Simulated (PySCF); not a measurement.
Structure from NMR data

An unknown has the formula C2H3F3. Its calculated NMR data are:

¹H NMR (400 MHz, computed): δ 6.43 (m, 1H), 5.01 (m, 2H).

¹³C{¹H} NMR (computed): δ 123.7, 89.6.

- GIAO PBE0/pcSseg-1 shieldings
- GFN2-xTB structure
- program: PySCF
- a single conformation, non-relativistic Hamiltonian, rapidly exchanging positions averaged, isolated molecule

Referencing at the same level of theory: ¹H (31.72 ppm), ¹³C (186.93 ppm) against TMS.

Q: Deduce the structure.

A: 
Rings plus π bonds: 0. 2 carbon signals for 2 carbons: no two carbons are equivalent. Carbon types of the structure: 1 × CH, 1 × CH2, which accounts for all hydrogens. δC 123.7: sp3 CH bonded to 2 F; 2 electronegative neighbours deshield it. δC 89.6: sp3 CH2 bonded to F; the inductive effect lowers its shielding. δH 6.43: hydrogen on an sp3 CH bonded to 2 F; its carbon carries F, an electronegative neighbour. δH 5.01: hydrogen on an sp3 CH2 bonded to F; its carbon carries F, an electronegative neighbour.

The compound is 1,1,2-trifluoroethane.

The data come from this structure; uniqueness wasn't tested.

Splittings by ¹⁹F in the carbon and heteronuclear signals aren't shown, as no couplings were computed. Shifts are as computed. Against solution values, carbons near 30 ppm lie about +3 ppm off and those near 130 ppm about +5 ppm. Of 1211 compounds with measured shifts, 218 miss one by over three times the rms of a fit or turn the order of signals round; such compounds aren't used in these exercises. No couplings were computed; multiplicities are counted from neighbouring protons, with m where these are inequivalent, close in shift, in a saturated or five-membered ring or joined by F or P, and br s for small geminal =CH2 splittings.
